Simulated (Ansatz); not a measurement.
# SiNH4 (SMILES N[SiH2]): methods side by side

SiNH4 has 6 atoms, charge 0, and is taken as a doublet. SMILES: `N[SiH2]`. Geometry: relaxed at PBE0-D4/def2-TZVP. This is one conformer, not always the lowest.

```xyz
6

N    -0.0623   -0.8635    0.0209
Si    0.3074    0.8153    0.1616
H     0.5650   -1.4759   -0.4764
H    -0.5036   -1.3465    0.7876
H     0.6574    1.3078   -1.2041
H    -0.9216    1.4989    0.6643
```

Each level gives the energy change with the N1–Si2 bond stretched from 1.725 to 3.449 Å (eV). The values are calculated.

```csv
level,kind,program,value (eV),less FCI/STO-3G,CPU time (all runs)
UHF/STO-3G,Hartree–Fock,Ansatz,3.38,-0.39,0.29 s
UBLYP/STO-3G,GGA,Ansatz,4.49,+0.72,4 s
U-r2SCAN/STO-3G,meta-GGA,Ansatz,4.62,+0.85,15 s
UB3LYP/STO-3G,global hybrid,Ansatz,4.47,+0.70,4.9 s
U-wB97M-V/STO-3G,range-separated hybrid,Ansatz,4.53,+0.76,39 s
UB2PLYP/STO-3G,double hybrid,Ansatz,4.26,+0.49,5.4 s
UMP2/STO-3G,perturbation theory,Ansatz,3.92,+0.15,0.4 s
UCCSD/STO-3G,coupled cluster or CI,Ansatz,3.73,-0.04,0.59 s
FCI/STO-3G,exact in the basis,Ansatz,3.77,0.00,12 s
```

FCI/STO-3G is exact within its basis and frozen core, so for wave-function methods in that basis the difference is their error; functionals converge differently with the basis, so for them it is only a difference. The first shape isn't each level's own minimum. The values span 3.38 to 4.62 eV. Spin contamination of the reference (⟨S²⟩ at least 0.1 too high) touches UHF/STO-3G, U-r2SCAN/STO-3G, UB2PLYP/STO-3G, UMP2/STO-3G, UCCSD/STO-3G. All rows use very small basis sets, so none should be taken for the real molecule's value. In so small a basis fixed costs decide the times, and correlated methods can beat functionals. Times are those of the runs behind each value, whatever else they computed, on shared processors of several kinds: orders of magnitude only.
